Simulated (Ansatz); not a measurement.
Basis-set extrapolation for `B[SiH3]` (PBE0-D4/def2-TZVP geometry, frozen core, Ansatz 0.2.0). Multiplicity 1, RHF reference.

```
                     cc-pV(T+d)Z  cc-pV(Q+d)Z
                 HF  -316.506096  -316.511364
    MP2 correlation    -0.233239    -0.249073
CCSD(T) correlation    -0.284253    -0.297299
```

Energies in hartree. Use E(X) = E(∞) + A·exp(−5.46·√X) for Hartree–Fock and E(X) = E(∞) + B·X^(−3.05) for correlation, with X = 3 and 4.

**Question.** What is the CCSD(T) energy at the basis-set limit?

**Answer.** HF limit: -316.511364 + (-0.005268) × 0.30130 = -316.51295. Correlation limit: -0.297299 + (-0.013046) × 0.71189 = -0.30659. Total: -316.81954 hartree, 76.6 kJ/mol below CCSD(T)/cc-pV(T+d)Z.
